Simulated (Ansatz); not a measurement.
**One arrangement of a pair**

The pair of H2S (SMILES S, atoms 1–3) and SiH3F (SMILES [SiH3]F, atoms 4–8), both closed shells, in one local arrangement (a lower one may exist), relaxed at PBE0-D4/def2-TZVP:

```xyz
8
angstrom
S 0.2520 -0.5351 -2.3403
H 0.9539 0.6042 -2.4355
H -0.8493 0.1150 -1.9335
Si -0.0371 -0.0626 1.3557
F -1.1722 0.7320 0.5446
H 1.2888 0.4465 0.9384
H -0.1740 -1.5087 1.0741
H -0.2620 0.2086 2.7965
```

Ansatz 0.2.0; basis: def2-TZVPPD, with def2-QZVPPD for the basis limit; cores frozen in the correlated methods. B3LYP uses VWN-RPA correlation. Extrapolation: Hartree–Fock as exp(−7.88 √X), correlation as X^−2.97. Interaction energies count from these two fragments, frozen as in the pair, with the counterpoise correction; negative means bound.

(1) What is the interaction energy by CCSD(T) at an estimated basis limit (MP2 extrapolated from triple and quadruple zeta, plus CCSD(T) − MP2 in triple zeta)? (Judge from chemistry; the value comes from the calculation.)

(2) Which atoms make the shortest contact between the fragments?

No T1 diagnostic of these runs exceeds 0.012.

Answers

(1) The calculation gives: -8.3 kJ/mol. Hartree–Fock alone gives 0.7 kJ/mol at the basis limit, so without correlation the pair would not bind at this distance. It counts from the two fragments frozen as in the pair.

The same quantity by other methods in triple zeta, and each one's difference from that estimate:
```tsv
method	E_int (kJ/mol)	difference
PBE-D4	-10.0	-1.7
revPBE-D4	-8.5	-0.3
BLYP-D4	-8.4	-0.2
r2SCAN-D4	-9.1	-0.8
B97M-V	-8.9	-0.6
PBE0-D4	-9.6	-1.4
B3LYP-D4	-9.1	-0.9
HSE06-D4	-9.5	-1.3
wB97X-V	-8.7	-0.4
wB97M-V	-8.8	-0.6
B2PLYP	-3.8	4.5
HF	0.7	8.9
MP2	-6.9	1.3
CCSD	-5.6	2.6
CCSD(T)	-6.8	1.5
```
Differences are method less estimate.

(2) H3 and F5, 2.57 Å apart.

Basis-set superposition shift (counterpoise-corrected less uncorrected): CCSD(T) 1.8; MP2 1.7; HF 0.3; PBE0-D4 0.3; wB97M-V 0.4 kJ/mol.

For scale, one of the runs: CCSD(T)/def2-TZVPPD, 224 basis functions, launched by `ansatz run in.yaml --threads 4 --pin off --events-out ev --progress --plain --max-ram 9574MiB`. Hardware: 4 CPU threads of an AMD EPYC 7R43, shared host. Wall time 33 s; peak host memory 3.4 GiB.
